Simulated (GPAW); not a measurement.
# CH5FSi (SMILES [H][Si]([H])(C)F): a first try and a second

Aim: energy and one-electron properties of CH5FSi at LDA (PW92)/real-space grid (scalar-relativistic datasets).

Program for the calculation: GPAW 26.7.0.

7 further runs of the same task are left out: 6 that didn't finish, 1 set aside as unsound or not needed.

### Step 1. Starting point

CH5FSi: 8 atoms, total charge 0, spin state singlet. SMILES: `[H][Si]([H])(C)F`. Geometry: relaxed at GFN2-xTB.

Bond lengths: Si1–C4 1.890 Å, Si1–F8 1.613 Å, Si1–H2 1.456 Å, Si1–H3 1.456 Å, C4–H5 1.085 Å, C4–H6 1.087 Å, C4–H7 1.088 Å. Some angles: C4–Si1–F8 107.5°, Si1–C4–H5 111.5°, Si1–C4–H6 111.2°, Si1–C4–H7 111.2°, H2–Si1–C4 112.8°, H2–Si1–F8 104.4°, H3–Si1–C4 112.9°, H3–Si1–F8 104.4°, H5–C4–H6 107.7°, H5–C4–H7 107.6°.

### Step 2. Try one

The input, mol.xyz:

```xyz
8

Si     0.469780    -0.679870     0.338040
H      0.408100    -0.786060     1.788700
H      1.813870    -0.807760    -0.205760
C     -0.451290     0.830660    -0.326560
H     -0.021280     1.755050     0.045670
H     -1.498220     0.812740    -0.033830
H     -0.416480     0.866460    -1.413090
F     -0.304480    -1.991210    -0.193180
```

The input, sp.py:

```python
import numpy as np
from ase.io import read
from ase.units import Debye
from gpaw import GPAW

molecule = read("mol.xyz")
molecule.center(vacuum=4.5)

calc = GPAW(mode="fd", h=0.2, xc="LDA", maxiter=66, nspins=2, txt="-")
molecule.calc = calc

energy = molecule.get_potential_energy()
print(f"Energy                  {energy:.5f} eV")
forces = molecule.get_forces()
print("Forces (eV/Ang)")
for symbol, f in zip(molecule.symbols, forces):
    print(f'{symbol:2} {f[0]:9.4f} {f[1]:9.4f} {f[2]:9.4f}')
dipole = molecule.get_dipole_moment() / Debye
print(f"Dipole = {np.linalg.norm(dipole):.3f} D")
homo, lumo = calc.get_homo_lumo()
print(f"HOMO                    {homo:.3f} eV")
print(f"LUMO: {lumo:.3f} eV")
print(f"Gap                     {lumo - homo:.3f} eV")
```

Command:

```
$ python3 sp.py
```

Log:

```text
TypeError: GPAW() got an unexpected keyword argument 'nspins'
```

It took 1 s on 1 thread of Intel Xeon at 2.70GHz, shared host; peak memory 0.093 GiB.

### Step 3. What went wrong

The input was rejected.

The log says `TypeError: GPAW() got an unexpected keyword argument 'nspins'`. What is wrong: wrong keyword.

### Step 4. Try two

The input, molecule.xyz:

```xyz
8

Si     0.469780    -0.679870     0.338040
H      0.408100    -0.786060     1.788700
H      1.813870    -0.807760    -0.205760
C     -0.451290     0.830660    -0.326560
H     -0.021280     1.755050     0.045670
H     -1.498220     0.812740    -0.033830
H     -0.416480     0.866460    -1.413090
F     -0.304480    -1.991210    -0.193180
```

The input, run.py:

```python
import numpy as np
from ase.io import read
from ase.units import Debye
from gpaw import GPAW

# Set up the molecule
system = read("molecule.xyz")
system.center(vacuum=4.5)

# DFT calculator
calc = GPAW(mode="fd", h=0.2, xc="LDA", maxiter=100, txt="-")
system.calc = calc

energy = system.get_potential_energy()
print(f"Energy                  {energy:.5f} eV")
forces = system.get_forces()
print("Forces (eV/Ang)")
for symbol, f in zip(system.symbols, forces):
    print(f'{symbol:2} {f[0]:9.4f} {f[1]:9.4f} {f[2]:9.4f}')
dipole = system.get_dipole_moment() / Debye
print(f"Dipole                  {np.linalg.norm(dipole):.3f} D")
homo, lumo = calc.get_homo_lumo()
print(f"HOMO: {homo:.3f} eV")
print(f"LUMO                    {lumo:.3f} eV")
print(f"Gap: {lumo - homo:.3f} eV")
```

Command:

```
$ python3 -u run.py | tee run.out
```

Log:

```text
[...]
Number of symmetries: 1
[...]
  Number of IBZ points: 1
[...]
Spin-components: 1 (collinear spins)
Bands:           16
[...]
  Valence electrons: 20.0
[...]
  Grid points: [60 64 60]
  Charge: 0.0  # |e|
[...]
    cutoffs:
[...]
occupation numbers:
  # Zero width
[...]
xc functional:
  name: None
[...]
|iter     |     time |      energy | eigst |  dens |
[...]
|iter:   1| 00:00:05 |  -44.468619 | +1.17 |       |
[...]
|iter:  13| 00:00:33 |  -39.895983c| -7.54c| -5.46c|
Converged in 13 steps
[...]
Energy contributions relative to reference atoms: (reference = -11637.119304)
Energy contributions:
  Kinetic:          45.423396
  Coulomb:         -48.401983
  Zero:              0.435487
  External:          0.000000
  Xc:              -37.352882
  Entropy:           0.000000
  Spinorbit:         0.000000
  ----------------------------
  Free energy:     -39.895983
  Extrapolated:    -39.895983
dipole moment: (0.067837, 0.381482, 0.043094)  # |e|*Ang
Fermi level: -4.425
Eigenvalues  # (at kpt = [0.000, 0.000, 0.000])
| band index |      eig [eV] | occ [0-2] |
|------------|---------------|-----------|
|          0 |       -29.036 |     2.000 |
|        ... |               |           |
|          2 |       -13.423 |     2.000 |
|          3 |       -10.949 |     2.000 |
|          4 |       -10.788 |     2.000 |
|          5 |       -10.397 |     2.000 |
|          6 |        -9.943 |     2.000 |
|          7 |        -9.874 |     2.000 |
|          8 |        -8.061 |     2.000 |
|          9 |        -7.899 |     2.000 |
|         10 |        -0.952 |     0.000 |
|         11 |        -0.517 |     0.000 |
[...]
Gap: 6.947 eV
Transition (v -> c):
[...]
Forces (eV/Ang)
Si   -1.1987    0.6061   -0.8391
H     0.1338    0.0883    0.7061
H     0.7357    0.0856   -0.1254
C     0.5412   -0.8581    0.3438
H     0.2693    0.4224    0.2168
H    -0.3945   -0.0927    0.1908
H     0.1005   -0.0684   -0.3927
F    -0.4380   -0.2978    0.1361
Dipole                  1.873 D
HOMO: -7.899 eV
LUMO                    -0.952 eV
Gap: 6.947 eV
```

Run time: 34 s. Hardware: 1 thread of Intel Xeon at 2.70GHz, shared host; peak memory 0.61 GiB.

### Step 5. Outcome

Level: LDA (PW92)/real-space grid (scalar-relativistic datasets).

| quantity | value |
| --- | --- |
| energy as printed (from the program's reference atoms) | -39.8960 eV |
| dipole moment | 1.87 D |
| HOMO energy | -7.90 eV |
| LUMO energy | -0.95 eV |
| HOMO–LUMO gap | 6.95 eV |
